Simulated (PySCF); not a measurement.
Species: C3H4ClFO.
Atom-mapped SMILES: `[CH3:1][C@H:2]([F:3])[C:4](=[O:5])[Cl:6]` (hydrogens: H7, H8, H9 on C1; H10 on C2)

Cartesian coordinates in Å at the GFN2-xTB level; atoms count from 1:
```xyz
10
C3H4ClFO angstrom
C     -1.1518    0.1067    0.1241
C      0.1646   -0.3559   -0.4931
F      0.1739   -1.7265   -0.5782
C      1.3353    0.0774    0.3591
O      2.0148   -0.5763    1.0666
Cl     1.5956    1.8208    0.2038
H     -1.2540   -0.3115    1.1226
H     -1.1779    1.1903    0.1772
H     -1.9765   -0.2460   -0.4896
H      0.2849    0.0258   -1.5151
```

Computed, not measured: TDDFT CAM-B3LYP/def2-SVPD, vertical, gas phase, core orbitals frozen in the response in PySCF.

Transition dipole moments from the ground state, in atomic units and in the frame of the coordinates above (overall signs are arbitrary), for the states with f of 0.002 or more among the lowest 8:

| state | E (eV) | μx | μy | μz |
| --- | --- | --- | --- | --- |
| S3 | 7.104 | 0.022 | -0.259 | 0.092 |
| S4 | 8.066 | -0.451 | -0.400 | -0.117 |
| S5 | 8.263 | -0.279 | 0.175 | -0.196 |
| S7 | 8.466 | -0.076 | -0.156 | -0.076 |
| S8 | 8.726 | 0.244 | 0.009 | -0.004 |

(1) Work out the oscillator strengths.

(2) Which bond between heavy atoms lies closest to the direction of the S4 transition dipole?

(3) What angle do the transition dipoles of S5 and S8 make?

(4) What peak molar absorption coefficient would the strongest computed level give as a lone Gaussian band 0.3 eV wide at half height?

Answers

(1) f = (2/3) ΔE |μ|² with ΔE in hartree (27.2114 eV).

| state | \|μ\|² (au) | \|μ\| (D) | f |
| --- | --- | --- | --- |
| S3 | 0.076 | 0.70 | 0.013 |
| S4 | 0.377 | 1.56 | 0.074 |
| S5 | 0.147 | 0.97 | 0.030 |
| S7 | 0.036 | 0.48 | 0.007 |
| S8 | 0.060 | 0.62 | 0.013 |

(2) C2–C4, at 30° from it; next C4–Cl6 at 43°.

(3) |cos θ| = |μa·μb| / (|μa| |μb|) = 0.70, so θ ≈ 46° (taken between 0 and 90°, since the signs are arbitrary).

(4) ε(max) = 2.175×10⁸ f / FWHM, with the width in cm⁻¹. S4: 2.175×10⁸ × 0.0744 / 2420 ≈ 6700 L mol⁻¹ cm⁻¹.

One conformer stands for the species.
